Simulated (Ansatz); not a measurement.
Ansatz (a program for electronic structure) input (B3LYP-D3(BJ)/def2-TZVP):

Ansatz 0.2 input:
```yaml
crystal:
  periodic: [false, false, false]
  atoms:
    - {symbol: O, position_ang: [-0.03232027, 1.68703138, 0.16284919]}
    - {symbol: C, position_ang: [-0.05984554, 0.30489602, 0.22780232]}
    - {symbol: H, position_ang: [0.88094013, 1.98883936, 0.20628469]}
    - {symbol: C, position_ang: [-1.39495693, -0.29979046, -0.01658507]}
    - {symbol: C, position_ang: [1.19065463, -0.44986072, -0.05500633]}
    - {symbol: H, position_ang: [-1.55483726, -0.53048519, -1.07775245]}
    - {symbol: H, position_ang: [1.43307194, -0.46978319, -1.12776044]}
    - {symbol: H, position_ang: [-2.16810303, 0.39701885, 0.29580125]}
    - {symbol: H, position_ang: [2.04246620, -0.00748248, 0.46516473]}
    - {symbol: H, position_ang: [-1.50067512, -1.22957026, 0.54106929]}
    - {symbol: H, position_ang: [1.08212853, -1.48056540, 0.27476887]}
basis:
  gaussian:
    orbitals: def2-TZVP
hamiltonian:
  xc: b3lyp
  dispersion: d3bj
magnetization: {spin_polarized: true, initial_magnetization: 1}
relax: {f_tol: 0.002, max_steps: 150}
```

Output:

```
Functional definition: B3LYP
integrals: 0.07 GiB planned
999 factors; their error is unknown
mean field: 0.86 GiB planned
mean field evaluation 1: about -5262.5765 eV, gradient 5.0e1 eV
mean field evaluation 2: about -5256.3274 eV, gradient 6.1e1 eV
mean field evaluation 4: about -5273.1475 eV, gradient 3.7e0 eV
mean field evaluation 8: about -5273.1985 eV, gradient 5.3e-2 eV
mean field evaluation 16: about -5273.1833 eV, gradient 2.1e-4 eV
mean field -5273.18334297 eV, -193.7859135622 hartree, gradient 4.0e-5 eV, S^2 0.753864; 0 other end points of the search recorded, 0 dependent functions left out
the calculation of the forces begins
reference -5273.18360016 eV, -193.7859230138 hartree; 17, 16 occupied and 149, 150 virtual orbitals, 999 factors
relax step   1: F+E_penalty+E_count = -5273.47723136 eV  Δ(F+E_penalty+E_count) = +0.000e0 eV  max|allowed force component| = 3.062e-1 eV/Å  Δτ_max = 0.0000 Å  (30 SCF iters, accepted)
these checks for a lower state are left out or cut short: starts, cluster_reference, orbital_swaps, neighbouring_geometries, increment
integrals: 0.07 GiB planned
999 factors; their error is unknown
mean field: 0.86 GiB planned
mean field -5273.20318472 eV, -193.7866427330 hartree, gradient 9.4e-6 eV, S^2 0.753686; 0 other end points of the search recorded, 0 dependent functions left out
the calculation of the forces begins
reference -5273.20344187 eV, -193.7866521832 hartree; 17, 16 occupied and 149, 150 virtual orbitals, 999 factors
relax step   2: F+E_penalty+E_count = -5273.49721654 eV  Δ(F+E_penalty+E_count) = -1.999e-2 eV  max|allowed force component| = 1.030e-1 eV/Å  Δτ_max = 0.0398 Å  (33 SCF iters, accepted)
these checks for a lower state are left out or cut short: starts, cluster_reference, orbital_swaps, neighbouring_geometries, increment
integrals: 0.07 GiB planned
999 factors; their error is unknown
mean field: 0.86 GiB planned
mean field evaluation 32: about -5273.2093 eV, gradient 2.5e-5 eV
mean field -5273.20927818 eV, -193.7868666634 hartree, gradient 2.5e-5 eV, S^2 0.753580; 0 other end points of the search recorded, 0 dependent functions left out
the calculation of the forces begins
reference -5273.20953583 eV, -193.7868761321 hartree; 17, 16 occupied and 149, 150 virtual orbitals, 999 factors
relax step   3: F+E_penalty+E_count = -5273.50367248 eV  Δ(F+E_penalty+E_count) = -6.456e-3 eV  max|allowed force component| = 1.050e-1 eV/Å  Δτ_max = 0.0542 Å  (32 SCF iters, accepted)
these checks for a lower state are left out or cut short: starts, cluster_reference, orbital_swaps, neighbouring_geometries, increment
integrals: 0.07 GiB planned
999 factors; their error is unknown
mean field: 0.86 GiB planned
mean field -5273.21178218 eV, -193.7869586837 hartree, gradient 1.5e-5 eV, S^2 0.753582; 0 other end points of the search recorded, 0 dependent functions left out
the calculation of the forces begins
reference -5273.21204023 eV, -193.7869681668 hartree; 17, 16 occupied and 149, 150 virtual orbitals, 999 factors
relax step   4: F+E_penalty+E_count = -5273.50611642 eV  Δ(F+E_penalty+E_count) = -2.444e-3 eV  max|allowed force component| = 7.547e-2 eV/Å  Δτ_max = 0.0436 Å  (32 SCF iters, accepted)
these checks for a lower state are left out or cut short: starts, cluster_reference, orbital_swaps, neighbouring_geometries, increment
integrals: 0.07 GiB planned
999 factors; their error is unknown
mean field: 0.86 GiB planned
mean field -5273.19970565 eV, -193.7865148794 hartree, gradient 1.6e-5 eV, S^2 0.753620; 0 other end points of the search recorded, 0 dependent functions left out
the calculation of the forces begins
reference -5273.19996419 eV, -193.7865243806 hartree; 17, 16 occupied and 149, 150 virtual orbitals, 999 factors
relax step   5: F+E_penalty+E_count = -5273.49387102 eV  Δ(F+E_penalty+E_count) = +1.225e-2 eV  max|allowed force component| = 5.136e-1 eV/Å  Δτ_max = 0.0642 Å  (32 SCF iters, rejected (line search))
these checks for a lower state are left out or cut short: starts, cluster_reference, orbital_swaps, neighbouring_geometries, increment
integrals: 0.07 GiB planned
999 factors; their error is unknown
mean field: 0.86 GiB planned
mean field -5273.21312866 eV, -193.7870081662 hartree, gradient 1.5e-5 eV, S^2 0.753588; 0 other end points of the search recorded, 0 dependent functions left out
the calculation of the forces begins
reference -5273.21338697 eV, -193.7870176588 hartree; 17, 16 occupied and 149, 150 virtual orbitals, 999 factors
relax step   6: F+E_penalty+E_count = -5273.50743241 eV  Δ(F+E_penalty+E_count) = -1.316e-3 eV  max|allowed force component| = 3.552e-2 eV/Å  Δτ_max = 0.0321 Å  (32 SCF iters, accepted)
these checks for a lower state are left out or cut short: starts, cluster_reference, orbital_swaps, neighbouring_geometries, increment
integrals: 0.07 GiB planned
999 factors; their error is unknown
mean field: 0.86 GiB planned
mean field -5273.21372963 eV, -193.7870302514 hartree, gradient 1.5e-5 eV, S^2 0.753591; 0 other end points of the search recorded, 0 dependent functions left out
the calculation of the forces begins
reference -5273.21398808 eV, -193.7870397492 hartree; 17, 16 occupied and 149, 150 virtual orbitals, 999 factors
relax step   7: F+E_penalty+E_count = -5273.50798918 eV  Δ(F+E_penalty+E_count) = -5.568e-4 eV  max|allowed force component| = 2.390e-2 eV/Å  Δτ_max = 0.0435 Å  (32 SCF iters, accepted)
these checks for a lower state are left out or cut short: starts, cluster_reference, orbital_swaps, neighbouring_geometries, increment
integrals: 0.07 GiB planned
999 factors; their error is unknown
mean field: 0.86 GiB planned
mean field evaluation 64: about -5273.2105 eV, gradient 3.1e-4 eV
mean field -5273.21048196 eV, -193.7869109016 hartree, gradient 1.5e-5 eV, S^2 0.753637; 0 other end points of the search recorded, 0 dependent functions left out
the calculation of the forces begins
reference -5273.21074010 eV, -193.7869203882 hartree; 17, 16 occupied and 149, 150 virtual orbitals, 999 factors
relax step   8: F+E_penalty+E_count = -5273.50450738 eV  Δ(F+E_penalty+E_count) = +3.482e-3 eV  max|allowed force component| = 2.631e-1 eV/Å  Δτ_max = 0.0152 Å  (33 SCF iters, rejected (line search))
these checks for a lower state are left out or cut short: starts, cluster_reference, orbital_swaps, neighbouring_geometries, increment
integrals: 0.07 GiB planned
999 factors; their error is unknown
mean field: 0.86 GiB planned
mean field -5273.21379436 eV, -193.7870326301 hartree, gradient 1.5e-5 eV, S^2 0.753594; 0 other end points of the search recorded, 0 dependent functions left out
the calculation of the forces begins
reference -5273.21405282 eV, -193.7870421282 hartree; 17, 16 occupied and 149, 150 virtual orbitals, 999 factors
relax step   9: F+E_penalty+E_count = -5273.50802784 eV  Δ(F+E_penalty+E_count) = -3.866e-5 eV  max|allowed force component| = 1.851e-3 eV/Å  Δτ_max = 0.0044 Å  (34 SCF iters, accepted)
these checks for a lower state are left out or cut short: starts, cluster_reference, orbital_swaps, neighbouring_geometries, increment
integrals: 0.07 GiB planned
999 factors; their error is unknown
mean field: 0.86 GiB planned
mean field -5273.21380798 eV, -193.7870331305 hartree, gradient 1.5e-5 eV, S^2 0.753593; 0 other end points of the search recorded, 0 dependent functions left out
the calculation of the forces begins
reference -5273.21406646 eV, -193.7870426294 hartree; 17, 16 occupied and 149, 150 virtual orbitals, 999 factors
relax step  10: F+E_penalty+E_count = -5273.50803121 eV  Δ(F+E_penalty+E_count) = -3.372e-6 eV  max|allowed force component| = 2.532e-3 eV/Å  Δτ_max = 0.0036 Å  (34 SCF iters, accepted)
these checks for a lower state are left out or cut short: starts, cluster_reference, orbital_swaps, neighbouring_geometries, increment
integrals: 0.07 GiB planned
999 factors; their error is unknown
mean field: 0.86 GiB planned
mean field -5273.21381682 eV, -193.7870334555 hartree, gradient 1.5e-5 eV, S^2 0.753594; 0 other end points of the search recorded, 0 dependent functions left out
the calculation of the forces begins
reference -5273.21407530 eV, -193.7870429545 hartree; 17, 16 occupied and 149, 150 virtual orbitals, 999 factors
relax step  11: F+E_penalty+E_count = -5273.50803140 eV  Δ(F+E_penalty+E_count) = -1.824e-7 eV  max|allowed force component| = 8.184e-4 eV/Å  Δτ_max = 0.0006 Å  (34 SCF iters, accepted)
integrals: 0.07 GiB planned
999 factors; their error is unknown
mean field: 0.86 GiB planned
mean field evaluation 96: about -5262.5859 eV, gradient 5.0e1 eV
mean field -5273.21381682 eV, -193.7870334555 hartree, gradient 1.5e-5 eV, S^2 0.753594; 1 other end points of the search recorded, 0 dependent functions left out
the calculation of the forces begins
reference -5273.21407530 eV, -193.7870429545 hartree; 17, 16 occupied and 149, 150 virtual orbitals, 999 factors
Total energy: -5273.50828988 eV, -193.7978551407 hartree
Atom 0 at    -0.027541     1.663138     0.028579 Å, force    -0.000234    -0.000334    -0.000270 eV/Å
Atom 1 at    -0.059446     0.302498     0.263881 Å, force     0.000090    -0.000604     0.000818 eV/Å
Atom 2 at     0.871669     1.987941     0.150231 Å, force     0.000152    -0.000245     0.000062 eV/Å
Atom 3 at    -1.394925    -0.284498    -0.011961 Å, force     0.000183     0.000256    -0.000107 eV/Å
Atom 4 at     1.191783    -0.456737    -0.010175 Å, force    -0.000210     0.000447    -0.000129 eV/Å
Atom 5 at    -1.606063    -0.332846    -1.092891 Å, force    -0.000126    -0.000063     0.000087 eV/Å
Atom 6 at     1.413297    -0.511969    -1.089623 Å, force     0.000192    -0.000101    -0.000140 eV/Å
Atom 7 at    -2.183639     0.316644     0.443639 Å, force     0.000008    -0.000081    -0.000146 eV/Å
Atom 8 at     2.058557     0.005192     0.473809 Å, force     0.000010     0.000002    -0.000038 eV/Å
Atom 9 at    -1.458926    -1.299678     0.381148 Å, force     0.000191     0.000344    -0.000078 eV/Å
Atom 10 at     1.113757    -1.479438     0.360000 Å, force    -0.000258     0.000377    -0.000060 eV/Å
Dipole moment:     0.278548    -0.108549    -0.009885 e Å
```

It need not be the lowest isomer of its formula.
